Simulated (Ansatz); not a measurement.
Process, species as SMILES: C#CC → C1C=C1
B3LYP-D3(BJ)/def2-TZVP geometries, fixed; electronic energies without zero-point terms.
Largest species:
```xyz
7

C     -0.0011    -0.0004     0.2181
C     -0.0068    -0.0029     1.4176
C      0.0060     0.0025    -1.2360
H     -0.0119    -0.0051     2.4795
H      0.0152     1.0232    -1.6237
H      0.8874    -0.5130    -1.6226
H     -0.8790    -0.5002    -1.6311
```

Basis-set convergence of the isomerisation energy at PBE0 with Ansatz (a quantum-chemistry and plane-wave program). Cartesian d functions, on some or all atoms, in 6-31+G*; all else is spherical. The program fits the integrals of some runs and decomposes those of others, by size. No added dispersion term, no relativity. Functions are those of the species that has most. Reference: the value in def2-QZVPPD, 19.07 kcal/mol, itself unsure by roughly 0.04 kcal/mol (its mean distance from pcseg-3, def2-QZVPP, cc-pVQZ). Deviations are taken from unrounded values. Cost is core time over that of aug-cc-pVDZ, rough, on shared machines of one kind; a dash marks a row that isn't timed (too short, read off another run, short of memory, by another algorithm or on other hardware).

```csv
basis,functions,isomerisation energy (kcal/mol),minus reference (kcal/mol),cost
3-21G,35,28.73,9.66,-
6-31G,35,25.02,5.95,-
pcseg-0,35,33.17,14.10,-
def2-SVP,62,16.61,-2.46,-
6-31+G*,65,18.11,-0.96,0.6×
6-311G**,78,19.02,-0.05,0.5×
aug-cc-pVDZ,105,17.71,-1.36,1×
aug-pcseg-1,105,18.27,-0.80,1×
"6-311++G(2d,2p)",121,19.73,0.66,1×
def2-TZVPPD,179,19.01,-0.06,2×
aug-pcseg-2,230,19.16,0.09,5×
cc-pVQZ,285,18.99,-0.08,3×
pcseg-3,312,19.03,-0.04,3×
```

The smallest set listed that lies within 2 kcal/mol of the reference with all its larger relatives (same family, alike in diffuse functions; a set with none counts only in the reference's own line) is 6-31+G* (65 functions, 0.6× in cost, -0.96 kcal/mol off). Inside, with no larger relative to test it: 6-311G**, cc-pVQZ, pcseg-3. (Relatives not listed, tested too: 6-311+G** 0.28, jun-cc-pV(T+d)Z 0.11, 6-311++G(3df,3pd) -0.24, aug-cc-pVTZ 0.08, def2-QZVPPD 0.00 kcal/mol.)
